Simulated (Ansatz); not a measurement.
# NHO+ (doublet): from Hartree-Fock to the top rungs, def2-TZVPP

An exercise on one series of results from a longer session: the logs are not shown, and one member is left open.

Computed with Ansatz 0.2.0, Gaussian basis. Level: def2-TZVPP, core rule «outside noble gas», up to 2 orbitals frozen.

The runs, in order: UHF; ROHF; CCSD(T) on UHF.

2 further runs of the same task are left out: 2 set aside as unsound or not needed.

**The geometry**

The geometry is a PBE0/def2-TZVP stationary point (not a proven minimum) of the parent state, kept for this charge and spin.

3 atoms, charge 1, spin multiplicity 2.

Atoms are counted from 1 here; the program's logs count them from 0.

Bond lengths: N1–O2 1.190 Å, N1–H3 1.063 Å. Angles: O2–N1–H3 108.9°.

The first run:

in.yaml reads:

```yaml
crystal:
  periodic: [false, false, false]
  atoms:
    - {symbol: N, position_ang: [0.000000, -0.133916, 0.588487]}
    - {symbol: O, position_ang: [0.000000, 0.066844, -0.584306]}
    - {symbol: H, position_ang: [0.000000, 0.799908, 1.097088]}
basis:
  gaussian: {orbitals: def2-TZVPP}
total_charge: 1
magnetization: {spin_polarized: true, initial_magnetization: 1}
hamiltonian: {xc: hf}
output: {orbitals: {seedname: orbitals}}
```

Run with:

```console
$ ansatz run in.yaml --threads 1 --pin off --events-out ev --progress --plain --max-ram 2816MiB --backend cpu
```

Among the steps run: UHF; ROHF; CCSD(T) on UHF.

One table of the session follows, with a row left open; its other results are not shown here.

It belongs to the step «Misses and costs». 

| method | from UCCSD(T) (meV) |
| --- | --- |
| ROHF | +12048.1 |
| UHF | ? |
| UMP2 | +1514.2 |
| UCCSD | +536.9 |
| UCCSD(T) | 0 |

Q: Estimate the row for UHF from the others.

The run gave: from UCCSD(T) (meV): +11676.8. In the column «from UCCSD(T) (meV)» it lies between UMP2 (+1514.2) and ROHF (+12048.1).
